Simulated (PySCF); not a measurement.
**Potential energy of P₂⁺ along the bond**

Set-up: P 6-311G(d,p); no relativity (PySCF 2.14). Energies in eV from P⁺ + P in their ground configurations at the same level. State: doublet, unpaired electrons π ↑.

All columns are BHandHLYP.

```csv
R (Å),E (eV),HOMO (eV),LUMO (eV),Mayer bond order,⟨S²⟩
1.696,-2.536,-16.55,-12.46,2.18,0.75
1.775,-3.444,-16.55,-12.16,2.21,0.75
1.854,-3.921,-16.23,-11.89,2.23,0.75
1.913,-4.071,-15.97,-11.71,2.25,0.75
1.972,-4.086,-15.72,-11.54,2.27,0.75
2.031,-4.000,-15.49,-11.37,2.29,0.75
2.110,-3.769,-15.21,-11.18,2.31,0.75
2.209,-3.355,-14.90,-10.95,2.34,0.75
2.327,-2.754,-14.56,-10.71,2.36,0.75
2.485,-1.882,-14.18,-10.52,2.39,0.75
```

The state is the lowest determinant that a PBE0 search found; another state may lie lower at other levels.
